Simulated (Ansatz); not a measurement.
A made-up structure of C$_{2}$HS, doublet:

C1  (-0.327, 0.592, -0.325)
C2  (0.209, -0.379, 0.207)
S3  (0.909, -1.645, 0.901)
H4  (0.410, -0.589, 1.227)
(Å)

It is relaxed with PBE-D4/def2-SVP and then PBE0-D4/def2-TZVP (Ansatz 0.2.0). Atoms count as bonded within 1.22 times the sum of their covalent radii (H–H: 0.88 Å). The end point is not checked to be a true minimum.

Task: Does its bonding change? (Judge from chemistry; the calculation decides.)

Result: The calculation gives: Yes. Formed: C1–H4; broken: C2–H4, S3–H4.

Where it ends: The first stage lowers the energy by 5.56 eV in 19 steps. It ends as C₂HS ([CH][C][S]):
```xyz
4
angstrom
C -0.0197 0.1588 0.6407
C 0.5046 -0.9303 0.4135
S 1.1883 -2.3509 0.1150
H -0.4729 1.1008 0.8417
```

Labels in which every atom is bracketed show which atoms are joined, not bond orders.

For scale, one of the runs: PBE0-D4/def2-TZVP relaxation, 105 basis functions, launched by `ansatz run in.yaml --threads 2 --pin off --events-out ev --progress --plain --max-ram 4352MiB`. The run took about 2.7 min on 2 CPU threads of an Arm Neoverse V1 (shared host).
